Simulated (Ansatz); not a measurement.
System: CN, charge -1, singlet. CN- (parent SMILES N#[C], singlet).
B3LYP-D3(BJ)/def2-TZVP minimum from Ansatz (a program for electronic structure):
```
C
N 1 1.1703
```
Charge -1, spin multiplicity 1.

Total energies in aug-cc-pVQZ, 10 correlated electrons, 2 frozen orbitals. UHF or UKS for unpaired electrons; spin-orbit terms are left out. Cores are frozen in correlated methods. No relativity.

| method | program | energy (Eh) | minus CCSDT(Q) (mEh) |
|---|---|---|---|
| HF | Ansatz | -92.34786 | 388.68 |
| MP2 | Ansatz | -92.71763 | 18.91 |
| CCSD | Ansatz | -92.71409 | 22.45 |
| CCSD(T) | Ansatz | -92.73516 | 1.37 |
| CCSDT(Q) | Ansatz | -92.73654 | 0.00 |

Rough core times of Ansatz's runs on a shared machine: CCSD(T) 30 s, CCSDT(Q) 30 min.
